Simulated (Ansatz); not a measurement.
The first iterations of a band of AlClFH$_{3}$ (6 atoms, charge 0, multiplicity 1).

Theory: RKS PBE-D4/def2-SVPD in Ansatz 0.2.0.

```json
{"movable images": "7", "climbing image": "yes", "spring": "5.0 eV/Å²", "optimiser": "quadratic models (default)", "start path": "through a guess of the saddle point", "force threshold": "0.05 eV/Å", "iteration limit": "60", "end points": "relaxed"}
```

Image 0:

```xyz
6
Properties=species:S:1:pos:R:3
Al -0.615 0.337 -0.362
F -0.782 -0.633 1.079
H -0.920 -0.424 -1.722
H -0.598 1.905 -0.117
H 1.032 -0.845 1.007
Cl 1.883 -0.341 0.115
```

Image 8:

```xyz
6
Properties=species:S:1:pos:R:3
Al -0.256 0.399 -0.525
F -0.503 -0.744 1.180
H -0.951 -0.462 -1.659
H -0.627 1.865 -0.053
H 0.475 -0.878 1.175
Cl 1.863 -0.179 -0.117
```

| iteration | highest image above the first end (eV) | largest band force component (eV/Å) |
| --- | --- | --- |
| 1 | 0.495 | 1.990 |
| 2 | 0.100 | 0.937 |

**Question.** Does the band converge within its limit, and where does its top end?

**Answer.** The run converged. It ended after 6 iterations with the highest image 0.019 eV above the first end. A vibrational analysis at the climbing image gives one clearly imaginary mode, 271i cm⁻¹: a first-order saddle point. The orbitals stay closed-shell, which can raise the energy where a bond breaks towards radicals; this wasn't checked here.

Run time: 53 s on 2 threads of Arm Neoverse V2 (shared host), peak memory 0.15 GiB.
